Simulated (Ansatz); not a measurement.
`OBCl`, 5 atoms. Total charge 0; spin multiplicity 1. All runs use 2 threads of a server CPU on a shared host. Correlated methods freeze the cores. Open-shell runs search over several starts.

**Question.** Give the basis size and wall time and peak host memory of each of these runs in Ansatz. RKS PBE0-D4/def2-TZVP frequencies; RKS ωB97X-V/def2-TZVPP energy; RKS ωB97M-V/def2-SVP energy; RKS ωB97M-V/def2-QZVPP energy; UHF-MP2/def2-QZVPP energy of the cation; UKS B3LYP-D4/def2-TZVPP energy of the cation; UKS r2SCAN-D4/def2-TZVPP energy of the cation; UKS PBE-D4/def2-TZVPP energy of the cation; RKS r2SCAN-D4/def2-TZVPP energy and forces; RHF-CCSD(T)/def2-QZVPP energy; RHF-CCSD(T)/def2-SVP energy; RKS PBE0-D4/def2-TZVP relaxation (7 steps). (An estimate is asked.)

**Answer.** The calculation gave: Other jobs shared the machine, so times are rough.

```json
{"level": "RHF-CCSD(T)/def2-SVP", "job": "energy", "functions": "56", "wall time": "0.55 s", "peak host memory (GiB)": "0.13"}
{"level": "RKS r2SCAN-D4/def2-TZVPP", "job": "energy and forces", "functions": "132", "wall time": "1.6 s", "peak host memory (GiB)": "0.15"}
{"level": "RKS ωB97X-V/def2-TZVPP", "job": "energy", "functions": "132", "wall time": "2.4 s", "peak host memory (GiB)": "0.26"}
{"level": "RKS ωB97M-V/def2-SVP", "job": "energy", "functions": "56", "wall time": "2.5 s", "peak host memory (GiB)": "0.15"}
{"level": "UKS B3LYP-D4/def2-TZVPP", "job": "energy of the cation", "functions": "132", "wall time": "8 s", "peak host memory (GiB)": "0.35"}
{"level": "RKS PBE0-D4/def2-TZVP", "job": "relaxation (7 steps)", "functions": "111", "wall time": "8.5 s", "peak host memory (GiB)": "0.18"}
{"level": "RKS ωB97M-V/def2-QZVPP", "job": "energy", "functions": "244", "wall time": "8.5 s", "peak host memory (GiB)": "0.62"}
{"level": "UKS PBE-D4/def2-TZVPP", "job": "energy of the cation", "functions": "132", "wall time": "8.5 s", "peak host memory (GiB)": "0.27"}
{"level": "UKS r2SCAN-D4/def2-TZVPP", "job": "energy of the cation", "functions": "132", "wall time": "12 s", "peak host memory (GiB)": "0.29"}
{"level": "RKS PBE0-D4/def2-TZVP", "job": "frequencies", "functions": "111", "wall time": "42 s", "peak host memory (GiB)": "0.18"}
{"level": "UHF-MP2/def2-QZVPP", "job": "energy of the cation", "functions": "244", "wall time": "55 s", "peak host memory (GiB)": "0.69"}
{"level": "RHF-CCSD(T)/def2-QZVPP", "job": "energy", "functions": "244", "wall time": "4.8 min", "peak host memory (GiB)": "1.9"}
```

B3LYP here is the variant with VWN-RPA as its local correlation; programs differ in this.
